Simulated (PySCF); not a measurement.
Ligands exchanged one at a time, Si Cl-Br. All species are isolated molecules in the gas phase. Strings in code marks are SMILES.

The HOMO from two functionals at the same geometries (B3LYP-D3(BJ)/def2-TZVP), both in PySCF: PBE-D3(BJ)/def2-TZVP and B3LYP-D3(BJ)/def2-TZVP. B3LYP has the VWN-RPA correlation part, as in Gaussian. 

```json
[
 {"species": "0 of 4 Cl replaced by Br", "B3LYP-D3(BJ)/def2-TZVP (eV)": "-9.25"},
 {"species": "1 of 4 Cl replaced by Br", "B3LYP-D3(BJ)/def2-TZVP (eV)": "-8.77"},
 {"species": "2 of 4 Cl replaced by Br (`Br[Si](Cl)(Cl)Br`)", "B3LYP-D3(BJ)/def2-TZVP (eV)": "-8.54"},
 {"species": "3 of 4 Cl replaced by Br (`Cl[Si](Br)(Br)Br`)", "B3LYP-D3(BJ)/def2-TZVP (eV)": "-8.43"},
 {"species": "4 of 4 Cl replaced by Br", "B3LYP-D3(BJ)/def2-TZVP (eV)": "-8.42"}
]
```

Task: What does PBE-D3(BJ)/def2-TZVP give for each?

Result: 
- 0 of 4 Cl replaced by Br: -8.11
- 1 of 4 Cl replaced by Br: -7.72
- 2 of 4 Cl replaced by Br (`Br[Si](Cl)(Cl)Br`): -7.52
- 3 of 4 Cl replaced by Br (`Cl[Si](Br)(Br)Br`): -7.42
- 4 of 4 Cl replaced by Br: -7.41
Over these rows, drawn at random from the members with no instability flagged (it was tested for open shells, ions and some series alone), PBE minus B3LYP-D3(BJ): mean +1.05 eV, from +1.01 eV to +1.14 eV.
